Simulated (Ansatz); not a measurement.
The same path of BH$_{6}$N (8 atoms, charge 0, multiplicity 1) was run 3 times with different band settings. Lost on the way: B1–H2, N5–H8. Made: H2–H8.

These are results of Ansatz, RKS B3LYP/def2-SVP, not measurements.

Relaxed end points:

```xyz
8
Properties=species:S:1:pos:R:3
B 0.035 -0.121 0.159
H 0.242 0.640 1.094
H 0.936 -0.131 -0.668
H -1.076 0.004 -0.334
N 0.043 -1.634 0.824
H -0.133 -2.351 0.117
H 0.945 -1.844 1.260
H -0.677 -1.726 1.545
```

```xyz
8
Properties=species:S:1:pos:R:3
B 0.153 -0.597 -0.861
H -0.449 -0.317 3.462
H 1.153 0.013 -1.154
H -0.898 -0.404 -1.424
N 0.213 -1.549 0.154
H -0.583 -2.106 0.443
H 1.063 -1.771 0.660
H -0.336 -0.433 2.718
```

Common settings: movable images 7; climbing image yes; spring 5.0 eV/Å²; optimiser quadratic models (default); iteration limit 60; end points relaxed.

| run | start path | force threshold |
| --- | --- | --- |
| 1 | through a guess of the saddle point | 0.05 eV/Å |
| 2 | straight line | 0.05 eV/Å |
| 3 | through a guess of the saddle point | 0.5 eV/Å |

Q: What does each run give, and how far can it be trusted?

A: Run 1: converged after 14 iterations, highest image 1.666 eV above the first end. Neighbouring images differ by up to 1.3 eV, so the band resolves the path poorly. A vibrational analysis at the climbing image gives one clearly imaginary mode, 1374i cm⁻¹: a first-order saddle point.
Run 2: converged after 19 iterations, highest image 1.666 eV above the first end. Neighbouring images differ by up to 1.3 eV, so the band resolves the path poorly. Another band between the same ends (7 images) ends at a top of the same energy, where a vibrational analysis finds 1 clearly imaginary mode.
Run 3: converged after 10 iterations, highest image 1.685 eV above the first end. The threshold of 0.5 eV/Å is loose, so the images may lie well off the minimum-energy path. Neighbouring images differ by up to 1.3 eV, so the band resolves the path poorly. The order of the stationary point at the top wasn't checked.
The orbitals stay closed-shell, which can raise the energy where a bond breaks towards radicals; this wasn't checked here.
